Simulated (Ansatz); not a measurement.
Fluorite CdF2, treated with r²SCAN (Ansatz, a first-principles code, PAW).

Run with plane-wave cutoff 500 eV, 10×10×10 k mesh, gaussian smearing 0.02 eV, scalar-relativistic PAW data made under PBE.

Cell (relaxed at this level):

```
CdF2
1.0
    0.00000     2.69427     2.69427
    2.69427     0.00000     2.69427
    2.69427     2.69427     0.00000
Cd F
1 2
Cartesian
  0.00000   0.00000   0.00000
  1.34713   1.34713   1.34713
  4.04140   4.04140   4.04140
```

Task: What does this level give for the band gap?

Result: 
* **band gap**: 3.80 eV (on the SCF k mesh)

Measured, for comparison: band gap 7.8 eV (temperature not stated, no zero-point or thermal correction, indirect W–Γ; as tabulated in Cappellini et al. (2013), arXiv:1302.2571).

Spin–orbit coupling is not included.

Computed values are for the static lattice.
